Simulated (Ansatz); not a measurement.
**CH3B (SMILES B[CH]): methods side by side**

CH3B has 5 atoms, charge 0, and is taken as a triplet. As SMILES, `B[CH]`. Geometry: relaxed at GFN2-xTB.

```csv
atom,x (Å),y (Å),z (Å)
B,-0.3524,-0.4014,-0.0714
C,0.5075,0.7795,-0.1420
H,-0.3085,-1.1182,0.8668
H,-1.1046,-0.6727,-0.9314
H,1.2581,1.4128,0.2779
```

Each level gives the energy change with the B1–C2 bond stretched from 1.463 to 2.925 Å (eV). The values are calculated.

```json
{"level": "UHF/STO-3G", "kind": "Hartree–Fock", "program": "Ansatz", "value (eV)": "5.14", "less FCI/STO-3G": "-0.49", "CPU time (all runs)": "0.18 s"}
{"level": "UPBE/STO-3G", "kind": "GGA", "program": "Ansatz", "value (eV)": "6.58", "less FCI/STO-3G": "+0.95", "CPU time (all runs)": "2.9 s"}
{"level": "U-r2SCAN/STO-3G", "kind": "meta-GGA", "program": "Ansatz", "value (eV)": "6.52", "less FCI/STO-3G": "+0.89", "CPU time (all runs)": "8.3 s"}
{"level": "U-r2SCAN0/STO-3G", "kind": "hybrid meta-GGA", "program": "Ansatz", "value (eV)": "6.51", "less FCI/STO-3G": "+0.88", "CPU time (all runs)": "8.8 s"}
{"level": "UB3LYP/STO-3G", "kind": "global hybrid", "program": "Ansatz", "value (eV)": "6.40", "less FCI/STO-3G": "+0.77", "CPU time (all runs)": "2.5 s"}
{"level": "UCAM-B3LYP/STO-3G", "kind": "range-separated hybrid", "program": "Ansatz", "value (eV)": "6.59", "less FCI/STO-3G": "+0.96", "CPU time (all runs)": "3.1 s"}
{"level": "UMP2/STO-3G", "kind": "perturbation theory", "program": "Ansatz", "value (eV)": "5.68", "less FCI/STO-3G": "+0.05", "CPU time (all runs)": "0.21 s"}
{"level": "UBCCD(T)/STO-3G", "kind": "coupled cluster or CI", "program": "Ansatz", "value (eV)": "5.68", "less FCI/STO-3G": "+0.05", "CPU time (all runs)": "0.51 s"}
{"level": "UCCSD(T)/STO-3G", "kind": "coupled cluster or CI", "program": "Ansatz", "value (eV)": "5.68", "less FCI/STO-3G": "+0.05", "CPU time (all runs)": "0.4 s"}
{"level": "FCI/STO-3G", "kind": "exact in the basis", "program": "Ansatz", "value (eV)": "5.63", "less FCI/STO-3G": "0.00", "CPU time (all runs)": "3.1 s"}
```

FCI/STO-3G is exact within its basis and frozen core, so for wave-function methods in that basis the difference is their error; functionals converge differently with the basis, so for them it is only a difference. The first shape isn't each level's own minimum. The values span 5.14 to 6.59 eV. Spin contamination of the reference (⟨S²⟩ at least 0.1 too high) touches UHF/STO-3G, UPBE/STO-3G, U-r2SCAN/STO-3G, U-r2SCAN0/STO-3G, UB3LYP/STO-3G, UCAM-B3LYP/STO-3G, UMP2/STO-3G, UBCCD(T)/STO-3G, UCCSD(T)/STO-3G. All rows use very small basis sets, so even the best lies far from the true value. Times are those of the runs behind each value, whatever else they computed, on shared processors of several kinds: orders of magnitude only.
